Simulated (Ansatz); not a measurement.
Input (CCSDT(Q)/cc-pVTZ; Ansatz, a first-principles code):

Ansatz 0.2 input:
```yaml
crystal:
  periodic: [false, false, false]
  atoms:
    - {symbol: N, position_ang: [-0.15425100, 0.63571218, 0.00349027]}
    - {symbol: N, position_ang: [0.15425100, -0.63571218, -0.00349027]}
    - {symbol: H, position_ang: [-0.32662509, 1.10030571, 0.88708063]}
    - {symbol: H, position_ang: [-0.33611639, 1.10767314, -0.87427379]}
    - {symbol: H, position_ang: [0.33611639, -1.10767314, 0.87427379]}
    - {symbol: H, position_ang: [0.32662509, -1.10030571, -0.88708063]}
basis:
  gaussian:
    orbitals: cc-pVTZ
total_charge: 1
magnetization: {spin_polarized: true, initial_magnetization: 1}
correlation: {method: ccsdt_q, electrons: outside_noble_gas}
```

Output:

```
Functional definition: HF
integrals: 0.43 GiB planned
1526 factors; integrals over basis functions are off by at most 1.3e-7 eV
mean field: 0.36 GiB planned
mean field evaluation 1: about -3016.5873 eV, gradient 2.9e1 eV
mean field evaluation 2: about -3016.5913 eV, gradient 2.9e1 eV
mean field evaluation 4: about -3019.6872 eV, gradient 1.8e0 eV
mean field evaluation 8: about -3019.7117 eV, gradient 6.0e-4 eV
mean field evaluation 16: about -3019.7073 eV, gradient 1.9e-1 eV
mean field -3019.71173388 eV, -110.9723593860 hartree, gradient 2.1e-6 eV, S^2 0.769959; 0 other end points of the search recorded, 0 dependent functions left out
2 core orbitals not correlated
reference -3019.71173388 eV, -110.9723593860 hartree; 7, 6 occupied and 107, 108 virtual orbitals, 1526 factors
second order -10.93406842 eV of doubles, -0.00000000 eV of singles
coupled cluster: 7.81 GiB planned
cycle   1  -11.17245731 eV  change   -2.4e-1 eV  update   7.1e-2
cycle   2  -11.69357727 eV  change   -5.2e-1 eV  update   3.0e-2
cycle   3  -11.92060058 eV  change   -2.3e-1 eV  update   1.2e-2
cycle   4  -11.88550480 eV  change    3.5e-2 eV  update   3.1e-3
cycle   5  -11.88065400 eV  change    4.9e-3 eV  update   1.4e-3
cycle   6  -11.88507703 eV  change   -4.4e-3 eV  update   4.9e-4
cycle   7  -11.88518292 eV  change   -1.1e-4 eV  update   2.1e-4
cycle   8  -11.88481279 eV  change    3.7e-4 eV  update   8.0e-5
cycle   9  -11.88488029 eV  change   -6.8e-5 eV  update   3.2e-5
cycle  10  -11.88485840 eV  change    2.2e-5 eV  update   1.1e-5
cycle  11  -11.88487566 eV  change   -1.7e-5 eV  update   4.4e-6
cycle  12  -11.88488212 eV  change   -6.5e-6 eV  update   1.4e-6
cycle  13  -11.88488417 eV  change   -2.1e-6 eV  update   5.5e-7
cycle  14  -11.88488426 eV  change   -8.6e-8 eV  update   1.8e-7
perturbative correction -0.01964434 eV, -0.0007219163 hartree
Total energy: -3031.61626249 eV, -111.4098427431 hartree
```
